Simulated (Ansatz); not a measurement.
Two isomers of C4H6O: A = `CC1=COC1`, B = `C=CC(=C)O`.

Gas-phase electronic energies from Ansatz, PBE0-D4/def2-TZVP geometries. CCSD(T)/CBS is the MP2 limit (def2-TZVPP, def2-QZVPP) plus CCSD(T) − MP2 in def2-TZVPP, frozen cores. Functionals use def2-TZVPP. B3LYP here is the variant with VWN-RPA as its local correlation; programs differ in this. One conformer a species, not always the lowest.

A:

```xyz
11

C     0.174    1.061    1.089
C     0.060   -0.052    0.127
C     0.331   -1.357    0.070
O    -0.098   -1.615   -1.218
C    -0.441   -0.199   -1.286
H     0.814    1.863    0.708
H    -0.801    1.507    1.312
H     0.602    0.713    2.031
H     0.741   -2.143    0.691
H     0.133    0.296   -2.073
H    -1.514   -0.073   -1.451
```

B:

```xyz
11

C     1.829    0.607   -0.235
C     0.807    0.108    0.455
C    -0.520   -0.126   -0.096
C    -1.521   -0.629    0.633
O    -0.634    0.213   -1.404
H     1.724    0.874   -1.279
H     2.795    0.759    0.231
H     0.923   -0.156    1.500
H    -1.363   -0.879    1.672
H    -2.507   -0.802    0.217
H    -1.532    0.031   -1.695
```

Q: Which is lower in electronic energy at CCSD(T)/CBS, and by how much? (Best estimate.)

A: Computed: B, by 21.1 kcal/mol.

Q: Give E(B) − E(A) in kcal/mol with ωB97M-V, CCSD/def2-TZVPP, PBE0-D4, PBE-D4, B2PLYP, MP2/def2-TZVPP, B3LYP-D4. (Best estimate.)

A: Ansatz gave: ωB97M-V -19.5, CCSD/def2-TZVPP -20.6, PBE0-D4 -17.8, PBE-D4 -18.3, B2PLYP -21.7, MP2/def2-TZVPP -19.1, B3LYP-D4 -23.1. None reverses the order clearly.

Largest T1 diagnostic: 0.013.

In def2-TZVPP, CCSD(T) changes the Hartree–Fock value by +4.3 kcal/mol (the triples alone add +0.0 kcal/mol) and MP2 by +5.6 kcal/mol.
